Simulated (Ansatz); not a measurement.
Input file:

```yaml
crystal:
  periodic: [false, false, false]
  atoms:
    - {symbol: Ge, position_ang: [-0.031599, -0.010142, 0.264161]}
    - {symbol: O, position_ang: [0.063241, 0.091234, -1.191233]}
    - {symbol: H, position_ang: [0.754948, -1.268464, 0.735893]}
    - {symbol: H, position_ang: [0.622950, 1.296913, 0.766210]}
    - {symbol: H, position_ang: [-0.104491, -0.745751, -1.630744]}
basis:
  gaussian: {orbitals: cc-pVDZ}
magnetization: {spin_polarized: true, initial_magnetization: 1}
hamiltonian: {xc: {name: r2SCAN}}
```

```sh
$ ansatz run in.yaml --threads 1 --pin off --events-out ev --progress --plain --max-ram 2393MiB
```

The program prints:

```
684 factors; their error is unknown
mean field evaluation 1: about -58603.7204 eV, gradient 3.7e1 eV
mean field evaluation 2: about -58586.9830 eV, gradient 7.4e1 eV
mean field evaluation 4: about -58608.4032 eV, gradient 1.2e0 eV
mean field evaluation 8: about -58608.4040 eV, gradient 4.6e-2 eV
mean field -58608.40400155 eV, -2153.8191208540 hartree, gradient 6.4e-5 eV, S^2 0.752050; 0 other end points of the search recorded, 0 dependent functions left out
reference -58608.40401122 eV, -2153.8191212092 hartree; 22, 21 occupied and 34, 35 virtual orbitals, 684 factors
Total energy: -58608.40401122 eV, -2153.8191212092 hartree
```

Ran on 1 thread of Arm Neoverse V1, shared host: 3.9 s wall, 0.13 GiB peak host memory.
